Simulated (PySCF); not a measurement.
Two probes of the same atoms: core binding energy and nuclear shielding

Compound: C3HFO.
Cartesian coordinates in Å at the PBE0-D3(BJ)/def2-SVP level; atoms count from 1:
```
atom  x, y, z in Å
O1    -1.101   -1.352    1.125
C2    -0.466   -0.582    0.473
C3     0.075    0.751    0.253
C4     0.339   -0.200   -0.648
F5     0.966   -0.404   -1.768
H6     0.198    1.789    0.568
```

Binding energies: delta-SCF UKS SCAN, pcX-2 on the ionised atom, pcseg-1 elsewhere, spin-free X2C in PySCF 2.14.0. Shieldings: GIAO KT3/pcSseg-2, non-relativistic, same geometry.

```csv
atom,C 1s (eV)
C2,294.57
C3,292.45
C4,294.74
```

**Question.** What are the absolute isotropic shieldings of these atoms?

**Answer.** 
```json
{"atom": "C3", "environment": "unsaturated ring CH carbon", "C 1s (eV)": "292.45", "isotropic shielding (ppm)": "55.5"}
{"atom": "C2", "environment": "ring carbonyl carbon", "C 1s (eV)": "294.57", "isotropic shielding (ppm)": "46.3"}
{"atom": "C4", "environment": "unsaturated ring carbon", "C 1s (eV)": "294.74", "isotropic shielding (ppm)": "22.4"}
```

**Question.** Among the listed atoms, is the one with the highest binding energy also the least shielded?

**Answer.** Yes: C4 has both (294.74 eV, 22.4 ppm).

By binding energy: C3 < C2 < C4. By shielding: C4 < C2 < C3.

Isolated species at its PBE0-D3(BJ)/def2-SVP geometry, gas phase.
